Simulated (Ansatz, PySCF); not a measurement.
This Ansatz (a program for electronic structure) input computes a CCSD(T)/cc-pVDZ energy:

Ansatz 0.2 input:
```yaml
crystal:
  periodic: [false, false, false]
  atoms:
    - {symbol: C, position_ang: [1.17148061, -0.30103000, -0.02185938]}
    - {symbol: C, position_ang: [0.00707414, 0.65997832, -0.12802736]}
    - {symbol: N, position_ang: [-1.27918118, -0.05648449, 0.03431982]}
    - {symbol: H, position_ang: [2.13081144, 0.22925184, 0.07838298]}
    - {symbol: H, position_ang: [1.10795195, -1.02382691, 0.85462919]}
    - {symbol: H, position_ang: [1.26619138, -0.95524367, -0.90428970]}
    - {symbol: H, position_ang: [0.08038441, 1.35802371, 0.72559417]}
    - {symbol: H, position_ang: [-1.20429109, -0.82735961, 0.73657031]}
    - {symbol: H, position_ang: [-1.49810838, -0.53914382, -0.83180536]}
basis:
  gaussian:
    orbitals: cc-pVDZ
total_charge: -1
magnetization: {spin_polarized: false}
correlation: {method: ccsd_t, electrons: outside_noble_gas}
```

**Question.** Write an input for the same energy in PySCF and say what it gives.

**Answer.** 
```python
from pyscf import gto, scf, mp, cc as ccmod

mol = gto.M(
    atom='''
    C     1.17148061   -0.30103000   -0.02185938
    C     0.00707414    0.65997832   -0.12802736
    N    -1.27918118   -0.05648449    0.03431982
    H     2.13081144    0.22925184    0.07838298
    H     1.10795195   -1.02382691    0.85462919
    H     1.26619138   -0.95524367   -0.90428970
    H     0.08038441    1.35802371    0.72559417
    H    -1.20429109   -0.82735961    0.73657031
    H    -1.49810838   -0.53914382   -0.83180536
    ''',
    basis='cc-pvdz',
    charge=-1,
    spin=0,
    verbose=4,
)

mf = scf.RHF(mol)
mf.conv_tol = 1e-10
mf.max_cycle = 100
mf.kernel()
mp2 = mp.MP2(mf, frozen=3).run()
cc = ccmod.CCSD(mf, frozen=3)
cc.max_cycle = 100
cc.kernel()
et = cc.ccsd_t()
print(f'E(CCSD(T)) = {cc.e_tot + et:.9f}')
```
It gives -134.08360 Eh, and Ansatz -134.08360 Eh, a difference of 0.00 mEh.

It need not be the lowest isomer of its formula. Whether it binds its extra electron was not tested at this geometry.
